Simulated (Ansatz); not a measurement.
A made-up structure of AlNH3 (charge -1), singlet:

```
atom    x (Å)    y (Å)    z (Å)
  N1   0.2794  -1.0905   0.7003
 Al2  -0.2370   0.2310  -0.2874
  H3   1.1021  -0.9623   1.2862
  H4  -0.2958  -1.8474   1.0699
  H5   0.4014   1.7391  -0.4545
```

It is relaxed with PBE-D4/def2-SVPD and then PBE0-D4/def2-TZVPD (Ansatz 0.2.0). Atoms count as bonded within 1.22 times the sum of their covalent radii (H–H: 0.88 Å). The end point is not checked to be a true minimum.

Problem. Does its bonding change? (A judgement: the text doesn't fix the answer.)

Solution. The calculation gives: No: no bond forms or breaks.

Where it ends: The first stage lowers the energy by 0.90 eV in 7 steps. It ends as AlNH₃ ([NH2][AlH]), total charge -1:
```json
{"atom": "N1", "x (Å)": "0.2379", "y (Å)": "-0.9499", "z (Å)": "0.7562"}
{"atom": "Al2", "x (Å)": "-0.5629", "y (Å)": "0.2262", "z (Å)": "-0.4259"}
{"atom": "H3", "x (Å)": "1.0958", "y (Å)": "-0.7972", "z (Å)": "1.2694"}
{"atom": "H4", "x (Å)": "-0.1414", "y (Å)": "-1.8573", "z (Å)": "0.9828"}
{"atom": "H5", "x (Å)": "0.6206", "y (Å)": "1.4479", "z (Å)": "-0.2681"}
```

Labels in which every atom is bracketed show which atoms are joined, not bond orders.

For scale, one of the runs: PBE0-D4/def2-TZVPD relaxation, 107 basis functions, launched by `ansatz run in.yaml --threads 2 --pin off --events-out ev --progress --plain --max-ram 4352MiB`. Hardware: 2 CPU threads of an Arm Neoverse V2, shared host. Wall time about 7 s.
